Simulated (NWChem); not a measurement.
System: hydrogen fluoride (HF); SMILES F

NWChem input:

```
start job
memory heap 200 mb stack 900 mb global 1100 mb
geometry units angstroms noautosym nocenter noautoz
  F      0.000000     0.000000     0.093177
  H      0.000000     0.000000    -0.839112
end
basis spherical
  * library pcsseg-1
end
dft
  xc xpbe96 cpbe96
  iterations 150
end
property
  shielding
end
task dft property
```

The geometry was optimised at PBE-D3(BJ)/def2-SVP.

GIAO values for the isolated, static molecule; σ is the absolute isotropic shielding.

Atoms are numbered as in the input.

Q: What results follow from this input? (PBE/pcSseg-1, GIAO.) Quantities: basis functions; σ F1 (ppm); σ H2 (ppm).

A: 
```yaml
number_of_basis_functions: 22
"σ F1 (ppm)": 402.5
"σ H2 (ppm)": 29.38
```
